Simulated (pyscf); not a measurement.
Optimised with ωB97X-D3(BJ)/def2-SVP in PySCF.

**Question.** For HO–Si(F)(Cl)–Cl (SMILES O[Si](F)(Cl)Cl) + HCl (SMILES Cl) → HO–Si(Cl)(Cl)–Cl (SMILES O[Si](Cl)(Cl)Cl) + HF (SMILES F), a four-centre exchange (singlet surface; F–Si, Cl–H broken, Cl–Si, F–H formed), PBE/def2-TZVP gives ΔE‡ = 33.8 kcal/mol and ΔE = +12.1 kcal/mol (zero: the separated reactants). In which direction and how far do B3LYP-D3(BJ)/def2-TZVP, PBE0-D3(BJ)/def2-TZVP, ωB97M-D3(BJ)/def2-TZVP move these?

**Answer.** B3LYP-D3(BJ): ΔE‡ = 39.5 kcal/mol, ΔE = +12.8 kcal/mol; PBE0-D3(BJ): ΔE‡ = 36.4 kcal/mol, ΔE = +10.8 kcal/mol; ωB97M-D3(BJ): ΔE‡ = 40.0 kcal/mol, ΔE = +12.9 kcal/mol. PBE's barrier lies under all of them, by 2.6 to 6.3 kcal/mol. Its reaction energy lies among theirs. Low barriers are usual for a GGA, whose delocalisation error favours stretched bonds. On the product side the descent ends in a complex, 6.4 kcal/mol under the separated species and 34.5 kcal/mol under the saddle at ωB97X-D3(BJ)/def2-TZVP. This is the saddle that the search found; another between the same sides may lie lower.
